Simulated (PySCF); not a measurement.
Compound: C4H10P2.
SMILES: `C[C@@H]1[C@H](C)P1P`

Torsions of this conformer, `[CH3:1][C@@H:2]1[C@H:3]([CH3:4])[P:5]1[PH2:6]`: H–P6–P5–C3 -107°, H–P6–P5–C3 161°.

The closed-shell ground state was solved at several levels (PySCF, density fitting, gas phase, non-relativistic). The structure is a single GFN2-xTB conformer in the gas phase; no vibrational or solvent corrections.

```tsv
level	basis functions	total energy (Eh)	HOMO (eV)	LUMO (eV)	gap (eV)	dipole (D)
PBE0/def2-SVPD	208	-840.3683	-6.61	0.09	6.70	1.00
B3LYP/def2-SVPD	208	-840.8529	-6.41	-0.11	6.30	0.97
```

Task: What might PBE0/pcSseg-1 (166 basis functions) give for the same quantities?

Result: Total energy -840.6273 Eh, HOMO -6.64 eV, LUMO 0.20 eV, gap 6.84 eV, dipole 0.93 D.

Task: Over all these levels, which gives the widest orbital gap and which the narrowest?

Result: PBE0/pcSseg-1 (global hybrid, 25 % exact exchange) has the widest, 6.84 eV, and B3LYP/def2-SVPD (global hybrid, 20 % exact exchange) the narrowest, 6.30 eV. Functional and basis both differ between the two, so the spread mixes both effects.

Task: How far do the dipole and the HOMO energy spread over the levels?

Result: The dipole runs from 0.93 to 1.00 D (mean 0.96 D) and the HOMO from -6.64 to -6.41 eV.
